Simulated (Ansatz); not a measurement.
This Ansatz (a program for electronic structure) input (r2SCAN/pcseg-1) gives -109.44251 Eh with 28 basis functions. A basis named .json is the Basis Set Exchange file of that set (core-valence sets with the plain set on hydrogen).

Ansatz 0.2 input:
```yaml
crystal:
  periodic: [false, false, false]
  atoms:
    - {symbol: N, position_ang: [-0.00000000, -0.00000000, -0.54544247]}
    - {symbol: N, position_ang: [0.00000000, 0.00000000, 0.54544247]}
basis:
  gaussian:
    orbitals: pcseg-1.json
hamiltonian:
  xc: {name: r2SCAN}
magnetization: {spin_polarized: false}
```

Change:
```diff
- orbitals: pcseg-1.json
+ orbitals: def2-SV_P_.json
```

Q: What does the run give now?

A: -109.37744 Eh (r2SCAN/def2-SV(P), 28 functions), a change of +65.07 mEh.
